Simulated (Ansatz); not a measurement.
## C₅H₁₀F (charge +1), SMILES C[C+](C)CCF: a ranking of conformers

Computed with Ansatz 0.2.0 through its Python package.

The script, `c5h10f.py`:
```python
"""Rank force-field conformers of C5H10F(+) by single points."""

import ansatz as az
from rdkit import Chem
from rdkit.Chem import AllChem


def main() -> None:
    rd = Chem.AddHs(Chem.MolFromSmiles("C[C+](C)CCF"))
    ids = list(AllChem.EmbedMultipleConfs(rd, numConfs=20, randomSeed=804, pruneRmsThresh=0.4))
    field = [energy for _, energy in AllChem.MMFFOptimizeMoleculeConfs(rd)]
    distinct = {round(e, 2): i for i, e in zip(ids, field)}
    chosen = sorted(distinct.items())[:3]
    found = []
    for force_field, index in chosen:
        mol = az.Crystal.molecule()
        for atom, xyz in zip(rd.GetAtoms(), rd.GetConformer(index).GetPositions()):
            mol = mol.atom(atom.GetSymbol(), xyz.round(5).tolist())
        model = mol.calculation().basis(gaussian="6-31G*").functional("b3lyp").charge(1)
        found.append(model.run().report["free_energy_ev"])
    print("conformer   MMFF (kcal/mol)   this level (kJ/mol)")
    for (force_field, index), e in zip(chosen, found):
        print(f"{index:9d} {force_field - chosen[0][0]:17.2f} {96.485332 * (e - min(found)):17.3f}")


if __name__ == "__main__":
    main()
```

```console
$ python c5h10f.py
conformer   MMFF (kcal/mol)   this level (kJ/mol)
        3              0.00             6.329
        5              0.29            17.471
        4              0.55             0.000
```

Reading the output:
- The conformers keep their force-field geometries.
- b3lyp holds the VWN-RPA fit, as in Gaussian; the form of ORCA and Turbomole is b3lyp5.
- Timing: 8.6 s on 1 thread of AMD EPYC 9B14 (Zen 4), with other jobs on the host, peak memory 0.34 GiB.
